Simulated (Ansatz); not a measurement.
Reaction (formal exchange of groups at a C–Si bond): `CC[SiH2]CC` + `C#CF` → `CCC#CF` + `CC[SiH3]`

Gas-phase electronic energies from Ansatz, PBE0-D4/def2-TZVP geometries. CBS: MP2 limit from def2 TZ/QZ plus the TZ coupled-cluster correction, frozen cores. This one scheme is used for every species. Functionals use def2-TZVPP. HSE06 is defined as in plane-wave codes. One conformer a species, not always the lowest.

`CC[SiH2]CC`:

Cartesian coordinates in Å:
```
C -1.231 -1.334 1.145
C 0.254 -1.334 0.794
Si 1.010 0.384 0.713
C 0.120 1.477 -0.530
C 0.099 0.904 -1.944
H -1.633 -2.349 1.207
H -1.413 -0.851 2.109
H -1.820 -0.797 0.397
H 0.819 -1.917 1.530
H 0.418 -1.831 -0.168
H 2.449 0.273 0.330
H 0.942 1.017 2.063
H -0.902 1.648 -0.173
H 0.605 2.459 -0.524
H -0.405 1.574 -2.645
H -0.424 -0.056 -1.981
H 1.111 0.736 -2.322
```

`C#CF`:

```xyz
4

C    -0.023    0.513   -0.396
C     0.020   -0.431    0.332
F     0.065   -1.435    1.108
H    -0.061    1.354   -1.044
```

`CCC#CF`:

```xyz
10

C     0.740   -0.585   -0.952
C     0.034    0.629   -0.355
C    -0.639    0.332    0.903
C    -1.181    0.062    1.933
F    -1.764   -0.217    3.034
H     1.498   -0.969   -0.267
H     0.029   -1.388   -1.151
H     1.229   -0.318   -1.891
H     0.756    1.435   -0.190
H    -0.701    1.019   -1.067
```

`CC[SiH3]`:

Cartesian coordinates in Å:
```
C 1.010 -0.997 0.059
C -0.098 -0.239 -0.665
Si -0.891 1.101 0.382
H 1.451 -1.769 -0.577
H 0.634 -1.489 0.960
H 1.816 -0.327 0.368
H -0.885 -0.928 -0.990
H 0.289 0.227 -1.578
H 0.128 2.103 0.801
H -1.490 0.511 1.612
H -1.963 1.806 -0.373
```

| level | ΔE (kJ/mol) |
| --- | --- |
| r2SCANh-D4 | 11.8 |
| CAM-B3LYP-D4 | 9.6 |
| PBE | 4.4 |
| HSE06 | 4.6 |

Problem. What does CCSD(T)/CBS give? (Estimate.)

Solution. The calculation gave: +15.0 kJ/mol. The listed levels differ from it by -3.2, -5.4, -10.6, -10.4 kJ/mol.

Largest T1 diagnostic among the species: 0.013.

Leaving LDA and LC-ωPBE aside and taking each functional with its dispersion term where it has one, the values, not all of them listed here, spread over 7.3 kJ/mol, from B2PLYP to ωB97M-V. At CCSD(T), def2-SVP lies −15.2 kJ/mol from the extrapolated value and def2-TZVPP −1.5 kJ/mol.

CCSD(T)/CBS has its own doubt, a few kJ/mol and more with outer-core shells, so smaller differences from it don't rank the levels.
